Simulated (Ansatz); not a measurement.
We consider BaHgSnS4 (Ama2, No. 40; cell taken from a computed entry), described by PBEsol (plane waves, PAW; Ansatz, a first-principles code).

Run with plane-wave cutoff 520 eV, 4×6×6 k mesh (along the axes of the cell as run), Fermi–Dirac smearing 0.01 eV, scalar-relativistic PAW data made under PBE.

Cell (relaxed with PBEsol):

Space group Ama2 (No. 40); a = 10.8162 Å, b = 10.7727 Å, c = 6.5980 Å, α = 90.00°, β = 90.00°, γ = 90.00°

```tsv
atom	site	symmetry	x	y	z
Ba	4a	..2	0.0000	0.0000	0.9498
Sn	4b	m..	0.2500	0.2138	0.4631
Hg	4b	m..	0.2500	0.3329	0.0030
S	8c	1	0.0786	0.2364	0.2302
S	4b	m..	0.2500	0.0536	0.7078
S	4b	m..	0.7500	0.0924	0.1561
```
(The calculation used a cell of 14 atoms; values per cell refer to that cell.)

Question: Predict the band gap.

Answer: 
- band gap: 1.83 eV

Spin–orbit coupling is not included.

The computed numbers hold no vibrational or temperature effects.

Computing time: around 4 core-minutes (rough).
